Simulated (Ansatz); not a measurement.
A made-up structure of BHO₂, closed shell:

| atom | x (Å) | y (Å) | z (Å) |
| --- | --- | --- | --- |
| O1 | -1.6574 | 0.5590 | 0.4448 |
| B2 | 0.8167 | -0.3020 | 0.1086 |
| O3 | -0.4239 | 0.1320 | 0.2486 |
| H4 | 1.2307 | -0.3637 | -0.9626 |

It is relaxed with PBE-D4/def2-SVP and then PBE0-D4/def2-TZVP (Ansatz 0.2.0). Atoms count as bonded within 1.22 times the sum of their covalent radii (H–H: 0.88 Å). The end point is not checked to be a true minimum.

**Question.** Does its bonding change? (Judge from chemistry; the calculation decides.)

**Answer.** Computed: No: no bond forms or breaks.

Where it ends: The first stage lowers the energy by 0.72 eV in 7 steps. It ends as BHO₂ ([BH][O][O]):
O1  (-1.661, 0.539, 0.705)
B2  (0.552, -0.175, -0.293)
O3  (-0.499, 0.165, 0.181)
H4  (1.574, -0.504, -0.754)
(Å)

Labels in which every atom is bracketed show which atoms are joined, not bond orders.

For scale, one of the runs: PBE0-D4/def2-TZVP relaxation, 99 basis functions, launched by `ansatz run in.yaml --threads 2 --pin off --events-out ev --progress --plain --max-ram 4352MiB`. Hardware: 2 CPU threads of an Intel Xeon Platinum 8259CL, shared host. Wall time about 10 s.
